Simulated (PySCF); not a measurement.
**Basis-set dependence of population analyses: `CC1=C(F)C1`**

Species: C4H5F.
Cartesian coordinates in Å at the PBE0-D3(BJ)/def2-SVP level; atoms count from 1:
```xyz
10
C4H5F angstrom
C      1.4193   -0.3941    0.3301
C      0.1092    0.1399   -0.0674
C     -0.7123    0.9880   -0.5885
F     -0.9075    2.1255   -1.2073
C     -1.4029   -0.1802   -0.0354
H      1.6029   -1.3710   -0.1457
H      2.2319    0.2899    0.0470
H      1.4612   -0.5534    1.4198
H     -1.9499   -0.1078    0.9211
H     -1.8036   -0.9634   -0.7027
```

PBE0 throughout (PySCF), one geometry, spherical d and f functions. Isolated species at its PBE0-D3(BJ)/def2-SVP geometry, gas phase. Atoms taken as equivalent share a column and are averaged.

Mulliken charges (e):

```tsv
basis	functions	C1	C2	C3	F4	C5	H6/H7/H8	H9/H10
STO-3G	30	-0.242	-0.038	+0.058	-0.041	-0.160	+0.097	+0.066
6-31G	55	-0.566	+0.127	+0.172	-0.268	-0.365	+0.194	+0.159
pcSseg-0	55	-0.603	-0.076	+0.194	-0.340	-0.412	+0.256	+0.235
6-31G*	80	-0.625	+0.142	+0.230	-0.255	-0.415	+0.202	+0.159
cc-pVDZ	95	-0.046	-0.066	-0.017	-0.102	-0.058	+0.069	+0.040
def2-SVP	95	+0.024	-0.120	+0.068	-0.161	-0.103	+0.062	+0.054
aug-cc-pVDZ	160	+0.109	+0.283	+0.213	-0.529	+0.677	-0.016	-0.353
6-311+G(2d,p)	165	-0.988	+0.528	+0.410	-0.338	-0.335	+0.165	+0.115
def2-TZVP	185	-0.331	-0.043	+0.162	-0.160	-0.255	+0.143	+0.100
cc-pVTZ	220	-0.253	-0.011	+0.131	-0.115	-0.264	+0.113	+0.087
IGLO-III	225	-0.361	0.000	+0.203	-0.195	-0.226	+0.133	+0.091
```

IAO charges (e):

```csv
basis,functions,C1,C2,C3,F4,C5,H6/H7/H8,H9/H10
STO-3G,30,-0.411,-0.049,+0.121,-0.059,-0.273,+0.150,+0.111
6-31G,55,-0.447,-0.028,+0.233,-0.211,-0.298,+0.167,+0.124
pcSseg-0,55,-0.434,-0.043,+0.228,-0.195,-0.301,+0.165,+0.126
6-31G*,80,-0.429,-0.043,+0.270,-0.221,-0.282,+0.160,+0.112
cc-pVDZ,95,-0.430,-0.041,+0.268,-0.220,-0.283,+0.160,+0.112
def2-SVP,95,-0.420,-0.040,+0.268,-0.220,-0.276,+0.157,+0.109
aug-cc-pVDZ,160,-0.439,-0.036,+0.270,-0.232,-0.290,+0.164,+0.117
"6-311+G(2d,p)",165,-0.441,-0.036,+0.271,-0.233,-0.291,+0.165,+0.117
def2-TZVP,185,-0.440,-0.039,+0.275,-0.232,-0.292,+0.165,+0.117
cc-pVTZ,220,-0.442,-0.039,+0.275,-0.230,-0.293,+0.165,+0.117
IGLO-III,225,-0.442,-0.037,+0.273,-0.234,-0.292,+0.166,+0.118
```

Hirshfeld charges (e):

```tsv
basis	functions	C1	C2	C3	F4	C5	H6/H7/H8	H9/H10
STO-3G	30	-0.017	-0.057	+0.033	+0.008	-0.060	+0.027	+0.006
6-31G	55	-0.084	-0.017	+0.054	-0.068	-0.089	+0.051	+0.025
pcSseg-0	55	-0.091	-0.014	+0.060	-0.057	-0.093	+0.050	+0.023
6-31G*	80	-0.085	-0.021	+0.056	-0.056	-0.092	+0.050	+0.024
cc-pVDZ	95	-0.096	-0.016	+0.055	-0.048	-0.099	+0.053	+0.023
def2-SVP	95	-0.100	-0.012	+0.062	-0.056	-0.101	+0.053	+0.024
aug-cc-pVDZ	160	-0.107	-0.018	+0.063	-0.068	-0.106	+0.058	+0.031
6-311+G(2d,p)	165	-0.099	-0.021	+0.061	-0.070	-0.101	+0.057	+0.030
def2-TZVP	185	-0.104	-0.018	+0.063	-0.067	-0.103	+0.057	+0.029
cc-pVTZ	220	-0.105	-0.016	+0.063	-0.063	-0.104	+0.056	+0.028
IGLO-III	225	-0.107	-0.018	+0.063	-0.068	-0.106	+0.058	+0.031
```

**Question.** Which scheme is steadiest as the basis changes?

**Answer.** Largest range over the bases for any column: Hirshfeld 0.09 e, IAO 0.17 e, Mulliken 1.10 e. Hirshfeld charges move least and Mulliken charges most, counted in e. Without the minimal STO-3G basis the ranges are Hirshfeld 0.02, IAO 0.05, Mulliken 1.10 e.

**Question.** How much do the charges still move between the two largest bases, cc-pVTZ and IGLO-III?

**Answer.** At most, over all atoms: Mulliken 0.108 e, IAO 0.004 e, Hirshfeld 0.005 e.

**Question.** What do the same runs give for the total energy, the frontier levels and the dipole moment?

**Answer.** 
```
        basis  energy (Eh)  HOMO (eV)  LUMO (eV)  μ (D)
       STO-3G    -251.5888      -4.50       4.10   0.73
        6-31G    -254.8170      -6.72       1.12   1.87
     pcSseg-0    -254.2944      -7.07       0.74   1.80
       6-31G*    -254.8854      -6.58       1.30   1.47
      cc-pVDZ    -254.9044      -6.67       1.13   1.52
     def2-SVP    -254.7045      -6.78       1.02   1.58
  aug-cc-pVDZ    -254.9194      -6.82      -0.14   1.75
6-311+G(2d,p)    -254.9657      -6.85       0.24   1.77
    def2-TZVP    -254.9903      -6.82       0.90   1.67
      cc-pVTZ    -254.9812      -6.79       0.95   1.63
     IGLO-III    -254.9943      -6.83       0.63   1.73
```

The dipole is fixed by the density alone, so its range of 1.14 D shows that the density itself changes with the basis, not only its division among atoms.
